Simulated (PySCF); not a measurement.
F₂, SMILES FF (connectivity only; charge and spin as stated), charge +1, multiplicity 2.

Geometry: PBE0-D3(BJ)/def2-TZVPD. The multiplicity is an assumed one; other spin states were not compared.

These are PBE0-D3(BJ)/def2-TZVPD (PySCF) values and carry that method's errors.

No scaling factor is applied to the harmonic values.

### Question
Estimate the vibrational spectrum. (An estimate is asked for; the answer gives what the named calculation found.)

### Answer

```
mode  ν (cm⁻¹)  IR (km/mol)  moving atoms (share of kinetic energy)
----  --------  -----------  --------------------------------------
1         1302          0.0                                 F 100 %
```
